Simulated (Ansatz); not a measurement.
doublet HO3: levels of theory in one basis

```yaml
atoms:
  - { symbol: H, position_ang: [0.0047, 0.5629, -0.9403] }
  - { symbol: O, position_ang: [-0.0050, -0.4238, -0.9034] }
  - { symbol: O, position_ang: [0.0130, -0.6044, 0.5675] }
  - { symbol: O, position_ang: [0.0162, 0.4147, 1.2294] }
```

Basis set: cc-pVTZ (spherical functions). Frozen core: 3 orbitals. Correlation on ROHF uses semicanonical orbitals with singles. Charge 0, multiplicity 2.

Computed with Ansatz (development build ahead of 0.2.0); each method stands on the lowest determinant of its kind that the runs found.

| method | E − E(ROHF) (eV) | <S²> of the determinant |
| --- | --- | --- |
| ROHF | 0.00 | 0.75 |
| UHF | -0.28 | 0.89 |
| UHF-MP2 | -18.97 | 0.89 |

(1) What does ROHF-MP2 give on the same scale?

(2) Is a single determinant a sound starting point here?

Results:

(1) -19.26 eV.

(2) Only with care. Unrestricted orbitals gain 0.28 eV and <S²> is 0.89 against 0.75 for a pure state, a contamination that matters most for the unrestricted series.

Caution for UHF, UHF-MP2: the unrestricted determinant is spin contaminated. Caution for ROHF-MP2, UHF-MP2: forces differ strongly between restricted and unrestricted references.
